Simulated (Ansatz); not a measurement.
# Structure relaxation of W

Theory: Ansatz, DFT r2SCAN, scalar-relativistic, plane waves, PAW. Cutoff 500 eV, Γ-centred k mesh, Gaussian smearing, no spin polarisation in the final step.

The start puts W on the black phosphorus structure type (Cmce, No. 64), at a guessed volume.

```
W
1.0
     1.58332   -5.02261    0.00000
     1.58332    5.02261    0.00000
     0.00000    0.00000    4.19029
W
4
Direct
  0.09800 0.90200 0.91000
  0.59800 0.40200 0.59000
  0.90200 0.09800 0.09000
  0.40200 0.59800 0.41000
```

Cell and atoms relax at zero pressure; the relaxation can't lower the symmetry of the start. After a coarse first stage the cell is made exact in the group found at 0.06 Å.

Energies count from the standard state of W at the same level.

Question: Describe the relaxed structure.

Answer: It ends in Fmmm (No. 69). Conventional cell: a = 3.067 Å, b = 4.398 Å, c = 9.919 Å. W is coordinated by 7 W at 2.63–2.79 Å and 4 W at 3.07–3.20 Å.

Space group Fmmm (No. 69). a = 3.067 Å, b = 4.398 Å, c = 9.919 Å, α = 90.00°, β = 90.00°, γ = 90.00°
```tsv
atom	site	symmetry	x	y	z
W	8i	mm2	0.5000	0.0000	0.3673
```

Question: What are its volume, energy, density and gap?

Answer: The volume per atom is 16.73 Å³, the density is 18.25 g/cm³ and the energy over the standard structure is 0.80 eV/atom. The gap on the 22×22×22 mesh is 0 eV (a metal).

The final run used a 22×22×22 mesh on its 2-atom cell and 0.10 eV smearing. The k mesh leaves about 4 meV/atom of noise in metals. Spin–orbit coupling is left out. A structure relaxed within its symmetry needn't be a true minimum.